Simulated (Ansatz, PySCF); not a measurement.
Wanted: the gas-phase enthalpy of formation of C=CC=C [buta-1,3-diene] at 298 K. Reaction (SMILES): C=CC=C [buta-1,3-diene] + 2 C (CH4) → 2 C=C (C2H4) + CC (C2H6) [ethane]; bond separation energy.

Each molecule is optimised on its own at B3LYP-D3(BJ)/def2-TZVP (Ansatz, a quantum-chemistry and plane-wave program), one conformer each, not searched for the lowest. Cores are frozen in the correlated levels unless marked. Open shells are spin-unrestricted. Spin-orbit coupling is left out. No relativistic terms. CBS marks a two-point X^-3 extrapolation of the correlation energy; Hartree-Fock from the larger set. [CCSD(T)-MP2]/basis is that difference in the basis named. Unstable Hartree-Fock reference: C=CC=C. Thermal terms are rigid-rotor harmonic-oscillator values from B3LYP-D3(BJ) frequencies (PySCF) at 298.15 K and 1 atm. 1 Eh = 627.5095 kcal/mol. PBE is always shown; the other two functionals were drawn at random. The atomisation route leaves out scalar relativity and anharmonic zero-point terms, the atoms' spin-orbit terms, and in the frozen-core level the core correlation. Atomic data: G2/97 table in ASE.

Tabulated enthalpies of formation of the partners: C (CH4) -17.8 kcal/mol, ATcT 1.112; C=C (C2H4) 12.6 kcal/mol, ATcT 1.112; CC (C2H6) -20.0 kcal/mol, ATcT 1.112. G2/97 and CRC values are older and not checked against later work.

```
level                                                       computed ΔH of the reaction (kcal/mol)  ΔHf by atomisation and measured atoms (kcal/mol)
----------------------------------------------------------  --------------------------------------  ------------------------------------------------
PBE/def2-TZVPD (Ansatz)                                                                       15.6                                               5.6
B3LYP-D3(BJ)/def2-TZVPD (Ansatz + dftd3)                                                      15.1                                              24.1
wB97X-V/def2-TZVPD (Ansatz)                                                                   13.0                                              31.4
RI-MP2/CBS(cc-pVTZ,cc-pVQZ)+[CCSD(T)-MP2]/cc-pVTZ (Ansatz)                                    13.7                                              29.1
```

Task: Derive ΔHf from the reaction at each level, and compare how far the levels part by the two routes.

Result: 
The partners sum to 40.8 kcal/mol (products minus other reactants), so ΔHf = (40.8 - ΔH):
- PBE/def2-TZVPD: 25.2; errors -1.1 by the reaction, -20.7 by atomisation
- B3LYP-D3(BJ)/def2-TZVPD: 25.7; errors -0.6 by the reaction, -2.2 by atomisation
- wB97X-V/def2-TZVPD: 27.8; errors +1.5 by the reaction, +5.1 by atomisation
- RI-MP2/CBS(cc-pVTZ,cc-pVQZ)+[CCSD(T)-MP2]/cc-pVTZ: 27.1; errors +0.8 by the reaction, +2.8 by atomisation
All levels span 2.6 kcal/mol by the reaction and 25.8 by atomisation; without PBE they span 2.1 and 7.3. The errors are against the measured 26.3 kcal/mol (G2/97 table).
